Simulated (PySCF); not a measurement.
B3LYP has the VWN-RPA correlation part, as in Gaussian. Delta-SCF ions had no search for a lower state. 

**C$_{5}$H$_{5}$N, SMILES `c1ccccn1` (charge 0, multiplicity 1)**

Level of theory: B3LYP-D3(BJ)/def2-TZVP // B3LYP-D3(BJ)/def2-SVP in PySCF.

```
Quantity                                                 Value
--------------------------------------  ----------------------
HOMO                                                  -7.16 eV
dipole moment                                           2.22 D
HOMO–LUMO gap                                          6.10 eV
LUMO                                                  -1.06 eV
S1 excitation (TDA)                                    4.81 eV
S1 oscillator strength                                   0.005
T1 excitation (TDA)                                    4.11 eV
S1–T1 gap (TDA)                                        0.70 eV
vertical ionisation energy (Delta-SCF)                 9.50 eV
total energy                                      -248.3956 Ha
cost                                    roughly 5 core-minutes
```

Bonds (Å): C1–C2 1.396, C1–C6 1.396, C1–H7 1.093, C2–C3 1.399, C2–H8 1.092, C3–N4 1.335, C3–H9 1.097, N4–C5 1.335, C5–C6 1.399, C5–H10 1.097, C6–H11 1.092. Bond angles (°): C2–C1–C6 118.6, C2–C1–H7 120.7, C6–C1–H7 120.7, C1–C2–C3 118.4, C1–C2–H8 121.2, C3–C2–H8 120.4, C2–C3–N4 123.4, C2–C3–H9 120.1, N4–C3–H9 116.4, C3–N4–C5 117.8, N4–C5–C6 123.4, N4–C5–H10 116.4, C6–C5–H10 120.1, C1–C6–C5 118.4, C1–C6–H11 121.2, C5–C6–H11 120.4.
